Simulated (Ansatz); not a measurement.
One change: `C=NCNC` becomes `CNCO`.

Ansatz, PBE0-D4/def2-TZVP geometries, multiplicity 1. Each molecule was computed in one conformer, which needn't be the lowest.

```tsv
property	`C=NCNC`
HOMO–LUMO gap (PBE0/def2-TZVPP) / eV	6.26
HOMO energy (B3LYP/def2-TZVPP) / eV	-6.43
HOMO energy (ωB97M-V/def2-TZVPP) / eV	-9.01
LUMO energy (PBE/def2-TZVPP) / eV	-1.52
HOMO–LUMO gap (ωB97M-V/def2-TZVPP) / eV	10.82
HOMO energy (PBE0/def2-TZVPP) / eV	-6.65
```

Q: What does the change do to each property? (Best estimate.)

A: Computed: 
```
                               property  `CNCO`  shift
   HOMO–LUMO gap (PBE0/def2-TZVPP) / eV    8.00   1.74
    HOMO energy (B3LYP/def2-TZVPP) / eV   -6.58  -0.15
  HOMO energy (ωB97M-V/def2-TZVPP) / eV   -9.17  -0.16
      LUMO energy (PBE/def2-TZVPP) / eV    0.39   1.91
HOMO–LUMO gap (ωB97M-V/def2-TZVPP) / eV   11.80   0.98
     HOMO energy (PBE0/def2-TZVPP) / eV   -6.78  -0.13
```

With PBE0 the HOMO falls by 0.13 eV and the LUMO rises by 1.60 eV, so the gap widens by about 1.73 eV. PBE moves the HOMO by -0.10 eV and ωB97M-V by -0.16 eV.

B3LYP here is the variant with VWN-RPA as its local correlation; programs differ in this.
